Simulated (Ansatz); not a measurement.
Zinc-blende GaN (metastable phase), relaxed in Ansatz (plane waves) with several semilocal functionals. Each gives its own volume and its own bulk modulus:

```json
[
 {"level": "LDA", "V0 (Å³/atom)": "11.054", "bulk modulus B0 (GPa)": "202.5", "ln V0": "2.4028", "ln B0": "5.3107"},
 {"level": "r²SCAN", "V0 (Å³/atom)": "11.374", "bulk modulus B0 (GPa)": "196.5", "ln V0": "2.4313", "ln B0": "5.2807"},
 {"level": "PBE", "V0 (Å³/atom)": "11.762", "bulk modulus B0 (GPa)": "172.0", "ln V0": "2.4649", "ln B0": "5.1475"}
]
```

Task: Fit a straight line to ln B0 against ln V0. What does it predict for PBEsol, whose volume is 11.375 Å³/atom?

Result: With x = ln V0 and y = ln B0: means 2.43300 and 5.24630; Σ(Δx Δy) = -0.005155, Σ(Δx²) = 0.001933, so the slope is -2.67. At x = 2.4314 the line gives y = 5.24630 + (-2.67) × (2.4314 − 2.43300) = 5.2506, or 190.7 GPa. The run with PBEsol gives 188.4 GPa, -1.2 % from the line. The rows used scatter about it by up to 3.0 %, while the largest value lies 18 % above the smallest. For comparison, PBE's own equation of state has B′ = 4.4, the slope −d ln B/d ln V at a fixed functional; the two needn't agree, since functionals also differ at one volume.

Ansatz's density-functional and Hartree–Fock values are scalar-relativistic unless marked +SOC, with PAW data made under PBE.

Ansatz is a quantum-chemistry and plane-wave program.
